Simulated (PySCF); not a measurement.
Gas-phase reaction: AlCl3.H2O + AlOCl → 2 AlCl2 + 2 OH

Computed with PySCF (xtb for GFN2) and rigid-rotor harmonic-oscillator thermochemistry at 1 bar. S°(298 K) at PBE0/def2-TZVP differs from the NASA 1993 table for AlOCl (+8 J/mol/K); whether the harmonic model or the table's entry is off was not settled. † marks an energy on the PBE0/def2-TZVP geometry and frequencies; other levels use their own. Open shells (unrestricted): AlCl2 (multiplicity 2), OH (multiplicity 2, electronic degeneracy 4); the rest are closed-shell singlets. GFN2 has no spin-polarisation term. Spin-orbit splitting is ignored; it lowers the true energy and changes the entropy of OH. B3LYP is the form with VWN-RPA correlation. Adducts (AlCl3.H2O) have no counterpoise correction, and HF, PBE, BLYP, B3LYP and PBE0 lack dispersion. AlCl3.H2O: computed as isolated molecules; such fragments, hydroxides, amides, oligomers or adducts are transient or little studied in the gas. The harmonic model lacks anharmonicity and excited electronic states, which grow with temperature; levels with a mode under 35 cm⁻¹ are left out. Soft modes under 120 cm⁻¹ make the harmonic entropy rough for AlCl3.H2O.

| level | ΔE electronic, kJ | ΔH°(298 K), kJ | ΔS°(298 K), J/K | ΔG°(2500 K), kJ |
|---|---|---|---|---|
| B3LYP/def2-TZVP† | 760 | 735 | 313 | 2 |
| BLYP/def2-TZVP† | 772 | 747 | 313 | 14 |
| GFN2-xTB | 1130 | 1110 | 296 | 429 |
| M06-2X/def2-TZVP† | 788 | 763 | 313 | 30 |
| PBE/def2-SVP | 829 | 804 | 316 | 65 |
| PBE/def2-TZVP† | 795 | 770 | 313 | 37 |
| r2SCAN/def2-TZVP† | 775 | 749 | 313 | 16 |
ΔH° is lowest at B3LYP/def2-TZVP† and highest at GFN2-xTB. No reference value is set beside these.
